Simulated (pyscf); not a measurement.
`[CH3][B]1[CH2][CH2]1` + `[H][H]` → `[CH3][B]([CH3])[CH3]`, a concerted two-bond exchange (singlet surface; C–C, H–H broken, C–H, C–H formed). PySCF, gas phase, ωB97X-D3(BJ)/def2-SVP geometries. Energies in kcal/mol from the separated reactants.

Small-basis levels: PySCF, no dispersion term, spherical d functions. 

Problem. Quick B3LYP/LANL2DZ single points give ΔE‡ = 46.3 kcal/mol and ΔE = -62.7 kcal/mol. What does ωB97M-D3(BJ)/def2-TZVP give, and how far is the quick result from it?

Solution. ωB97M-D3(BJ)/def2-TZVP gives ΔE‡ = 56.0 kcal/mol and ΔE = -58.6 kcal/mol. B3LYP/LANL2DZ lies 9.6 kcal/mol under it in the barrier and 4.1 kcal/mol under it in the reaction energy, so on this step it does not hold to within 3.0 kcal/mol. ωB97M-D3(BJ)/def2-TZVP has limits of its own. This is the saddle that the search found; another between the same sides may lie lower. One closed-shell reference is unstable to symmetry breaking; treat the single-reference values with care.
